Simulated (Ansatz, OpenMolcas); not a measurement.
How basis sets differ on CH7AlSi (SMILES [CH3][AlH][SiH3])

CH7AlSi: 10 atoms, total charge 0, spin state singlet. As SMILES, `[CH3][AlH][SiH3]`. The shape is that of a PBE0-D4/def2-TZVP optimisation.

Each level gives the HOMO–LUMO gap (eV). The values are calculated.

| level | kind | program | value (eV) |
| --- | --- | --- | --- |
| HF/ANO-R0 (sfX2C) | Hartree–Fock | OpenMolcas | 11.13 |
| HF/ANO-XS-MB (DKH2) | Hartree–Fock | OpenMolcas | 11.08 |
| HF/STO-3G | Hartree–Fock | Ansatz | 15.48 |
| HF/3-21G | Hartree–Fock | OpenMolcas | 10.85 |
| HF/cc-pVDZ | Hartree–Fock | Ansatz | 10.88 |

The values span 10.85 to 15.48 eV. A Hartree–Fock LUMO above zero doesn't converge with the basis: it sinks as sets grow more diffuse. Orbital gaps aren't excitation energies.
